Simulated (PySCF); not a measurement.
# S₂H₂: singlet, from a T-shaped (ligand arrangement 2) start

The task is one start of a wider search on S₂H₂: the singlet, built as T-shaped (ligand arrangement 2). It is relaxed, tested by its Hessian and followed downhill if it is a saddle.

Program: PySCF 2.14.0. Level of theory: PBE0, basis S def2-TZVP, H def2-TZVP, no relativity, density fitting. These are calculated values, not measurements.

### 1 The starting structure

4 atoms, charge 0, spin multiplicity 1.

Bond lengths: S1–S2 1.880 Å, S1–H3 1.350 Å, S1–H4 1.350 Å. Angles: S2–S1–H3 88.0°, S2–S1–H4 88.0°, H3–S1–H4 176.0°.

Coordinates in bohr (charge 0 multiplicity 1):
```
S     0.0000    0.0000   -1.7248
S     0.0000    0.0000    1.8279
H     2.5496    0.0000   -1.6358
H    -2.5496    0.0000   -1.6358
```

### 2 Relaxing the singlet from the T-shaped (ligand arrangement 2) start

The steps below are one call of a driver around PySCF. For each, scf.py gives the equivalent set-up of the SCF; relaxations use the driver's own optimiser. Before each start the driver seeks the lowest SCF state from one or more starting densities and follows internal instabilities, so scf.py alone need not reach the same state.

The program finds C2v symmetry in the start, which this walk keeps. Threshold on the gradient: 0.0003 Eh/bohr, with a further test on the energy change.

scf.py reads:

```python
from pyscf import gto, scf, dft
mol = gto.M(atom='''
S      0.000000     0.000000    -0.912714
S      0.000000     0.000000     0.967286
H      1.349200    -0.000000    -0.865614
H     -1.349200     0.000000    -0.865614''',
    basis={'S': 'def2-TZVP', 'H': 'def2-TZVP'},
    charge=0, spin=0)
mf = dft.RKS(mol, xc='PBE0')
mf.grids.atom_grid = (50, 194)
aux = {'S': 'def2-universal-JKFIT', 'H': 'def2-universal-JKFIT'}
mf = mf.density_fit(auxbasis=aux)
mf.kernel()
```

Energy and gradient, step by step:

```tsv
step	energy (Eh)	change (kJ/mol)	largest symmetric gradient (Eh/bohr)
0	-797.129717	0.00	0.11232
1	-797.165728	-94.55	0.06206
2	-797.206658	-202.01	0.07765
3	-797.227330	-256.28	0.04904
4	-797.239172	-287.38	0.03333
5	-797.247991	-310.53	0.03394
6	-797.249357	-314.12	0.00502
7	-797.249419	-314.28	0.00211
8	-797.249434	-314.32	0.00040
9	-797.249434	-314.32	0.00005
```

The walk ran for 4.7 s (4 threads, shared host).

After 9 steps and 314.3 kJ/mol it ends at C2v: S–H 1.338 Å (×2), S–S 1.972 Å; H–S–H 105.3°, H–S–S 127.4° (×2).

### 3 Is it a minimum? Harmonic modes

On the finer grid the gradient is checked again; gradients at displacements of ±0.01 bohr then give force constants and infrared intensities.

Changes to scf.py since step 2:

```diff
@@ -3,4 +3,4 @@
-S      0.000000     0.000000    -0.912714
-S      0.000000     0.000000     0.967286
-H      1.349200    -0.000000    -0.865614
-H     -1.349200     0.000000    -0.865614''',
+S      0.000000     0.000000    -0.930822
+S     -0.000000    -0.000000     1.040707
+H      1.063604    -0.000000    -1.742992
+H     -1.063604     0.000000    -1.742992''',
@@ -10 +10 @@
-mf.grids.atom_grid = (50, 194)
+mf.grids.atom_grid = (75, 302)
```

This SCF starts from the last density.

Log of the central SCF (cycles and frontier levels):

```text
init E= -797.24945539023
  HOMO = -0.213056206265364  LUMO = -0.067411139354892  gap/eV = 3.96320
cycle= 1 E= -797.249455390228  delta_E= 1.71e-12  |g|= 2.7e-06  |ddm|= 4.82e-06
  HOMO = -0.213056892547996  LUMO = -0.0674112890122345  gap/eV = 3.96322
Extra cycle  E= -797.249455390227  delta_E= 1.71e-12  |g|= 3.83e-06  |ddm|= 6.75e-06
converged SCF energy = -797.249455390227
```

The whole step took 9.2 s.

Geometry: C2v; S–H 1.338 Å (×2), S–S 1.972 Å; H–S–H 105.3°, H–S–S 127.4° (×2).

Modes, for the most abundant isotopes:

```tsv
symmetry	ω (cm⁻¹)	IR (km/mol)
b1	981i	91.2
a1	560	7.6
b2	627	9.2
a1	1250	93.4
a1	2694	2.5
b2	2709	6.5
```

With 1 mode imaginary (up to 981i cm⁻¹) this point is a saddle.

Constants and moments:

```
Dipole moment                                                   : 4.02 D
Highest occupied level                                          : -5.80 eV
Lowest empty level                                              : -1.83 eV
Rotational constants                                            : 7.393, 0.2463, 0.2383 cm⁻¹
Zero-point energy (real modes)                                  : 46.9 kJ/mol
Principal polarisabilities                                      : 24.3, 29.6, 56.1 bohr³
Atomisation energy without zero-point energy                    : 787 kJ/mol
Principal traceless quadrupole moments about the centre of mass : -6.56, 0.96, 5.60 D Å
```

Populations by atom (charges in e):

```tsv
atom	Mulliken	Löwdin	polar tensor	Mayer order to S1
S1	-0.06	0.22	0.21	–
S2	-0.35	-0.32	-0.31	1.39
H3,4	0.20	0.05	0.05	0.83
```

Outer orbital energies (eV). occupied: -160.75, -23.43, -18.50, -14.54, -11.95, -9.85, -7.18, -5.80; empty: -1.83, 0.28, 0.56, 4.09.

Mulliken populations on S1: s 5.62, p 10.14, d 0.29, f 0.01.

### 4 Following the imaginary mode

The atoms are moved a little along the softest imaginary mode and relaxed again.

The program finds Cs symmetry in the start, which this walk keeps.

Changes to scf.py since step 3:

```diff
@@ -3,4 +3,4 @@
-S      0.000000     0.000000    -0.930822
-S     -0.000000    -0.000000     1.040707
-H      1.063604    -0.000000    -1.742992
-H     -1.063604     0.000000    -1.742992''',
+S      0.000000    -0.010682    -0.930822
+S     -0.000000     0.003117     1.040707
+H      1.063604     0.120000    -1.742992
+H     -1.063604     0.120000    -1.742992''',
@@ -10 +10 @@
-mf.grids.atom_grid = (75, 302)
+mf.grids.atom_grid = (50, 194)
```

Steps of the walk:

```tsv
step	energy (Eh)	change (kJ/mol)	largest symmetric gradient (Eh/bohr)
0	-797.251502	0.00	0.02204
1	-797.272541	-55.24	0.03792
2	-797.276902	-66.69	0.05057
3	-797.287817	-95.35	0.01113
4	-797.289433	-99.59	0.01147
5	-797.289837	-100.65	0.00348
6	-797.289858	-100.71	0.00034
7	-797.289859	-100.71	0.00005
```

The walk took 3.7 s.

It settles in Cs symmetry, 100.7 kJ/mol below the start, after 7 steps: S–H 1.367 Å (×2), S–S 1.961 Å; H–S–H 89.3°, H–S–S 108.6° (×2).

### 5 Is it a minimum? Harmonic modes

As before: finer grid, then central differences.

Changes to scf.py since step 4:

```diff
@@ -3,4 +3,4 @@
-S      0.000000    -0.010682    -0.930822
-S     -0.000000     0.003117     1.040707
-H      1.063604     0.120000    -1.742992
-H     -1.063604     0.120000    -1.742992''',
+S      0.000000    -0.301961    -0.887518
+S      0.000000     0.276758     0.985951
+H      0.960225     0.399770    -1.561336
+H     -0.960225     0.399770    -1.561336''',
@@ -10 +10 @@
-mf.grids.atom_grid = (50, 194)
+mf.grids.atom_grid = (75, 302)
```

SCF at the final geometry:

```text
init E= -797.289859564441
  HOMO = -0.232174923372501  LUMO = -0.0204714915805387  gap/eV = 5.76074
cycle= 1 E= -797.28985956444  delta_E= 1.02e-12  |g|= 2.08e-06  |ddm|= 3.94e-06
  HOMO = -0.232175621563908  LUMO = -0.0204714399576935  gap/eV = 5.76076
Extra cycle  E= -797.289859564438  delta_E= 2.5e-12  |g|= 2.91e-06  |ddm|= 5.35e-06
converged SCF energy = -797.289859564438
```

The whole step took 10 s.

Geometry: Cs; S–H 1.367 Å (×2), S–S 1.961 Å; H–S–H 89.3°, H–S–S 108.6° (×2).

Modes, for the most abundant isotopes:

```csv
symmetry,ω (cm⁻¹),IR (km/mol),type
a',591,43.4,stretch
a'',838,4.1,bend
a',872,19.6,bend
a',1225,41.8,bend
a'',2468,11.5,stretch
a',2478,97.1,stretch
```

All wavenumbers are real: a minimum.

Properties at this point:

- Dipole moment: 3.87 D
- Highest occupied level: -6.32 eV
- Lowest empty level: -0.56 eV
- Rotational constants: 5.195, 0.2521, 0.2503 cm⁻¹
- Zero-point energy: 50.7 kJ/mol
- Principal polarisabilities: 26.9, 29.1, 55.3 bohr³
- Atomisation energy without zero-point energy: 893 kJ/mol
- Principal traceless quadrupole moments about the centre of mass: -3.72, 0.22, 3.51 D Å
- Entropy at 298.15 K and 1 bar: 253.0 J/(mol K)
- Heat capacity Cp at 298.15 K: 43.2 J/(mol K)
- Enthalpy at 298.15 K above 0 K: 10.73 kJ/mol
- Rotational symmetry number: 1

Charges (e) and bond orders:

```
atom  Mulliken  Löwdin  polar tensor  Mayer order to S1
  S1      0.06    0.27          0.57                  –
  S2     -0.40   -0.35         -0.45               1.51
H3,4      0.17    0.04         -0.06               0.87
```

Outer orbital energies (eV). occupied: -160.47, -23.70, -18.16, -13.83, -12.32, -10.45, -6.86, -6.32; empty: -0.56, -0.54, -0.01, 4.72.

Mulliken populations on S1: s 5.76, p 9.83, d 0.33, f 0.02.

### 6 The points found, side by side

| spin | group | bonds | imaginary modes (cm⁻¹) | ΔE (kJ/mol) | with zero-point energy |
| --- | --- | --- | --- | --- | --- |
| singlet | Cs | S–H 1.367 Å (×2), S–S 1.961 Å | none | 0.0 | 0.0 |
| singlet | C2v | S–H 1.338 Å (×2), S–S 1.972 Å | 981i | 106.1 | – |

### 7 Results

```
                                 quantity                                                            value
                                  minimum                                                      singlet, Cs
                                 geometry    S–H 1.367 Å (×2), S–S 1.961 Å; H–S–H 89.3°, H–S–S 108.6° (×2)
                       wavenumbers (cm⁻¹)  591 (a'), 838 (a''), 872 (a'), 1225 (a'), 2468 (a''), 2478 (a')
                            dipole moment                                                           3.87 D
     highest occupied, lowest empty level                                                  -6.32, -0.56 eV
                polar-tensor charge of S1                                                          +0.57 e
                        zero-point energy                                                      50.7 kJ/mol
                      entropy at 298.15 K                                                  253.0 J/(mol K)
atomisation energy (no zero-point energy)                                                       893 kJ/mol
```

What this shows: From C2v at the start the molecule goes to a Cs minimum, after a first stop at a saddle point 106.1 kJ/mol higher, from which it was pushed off along an imaginary mode. The strongest infrared band lies at 2478 cm⁻¹ (a', stretch). Only this shape and spin were tried, so other structures or states may lie lower.

The search up to here ran for 28 s (4 threads, shared host).
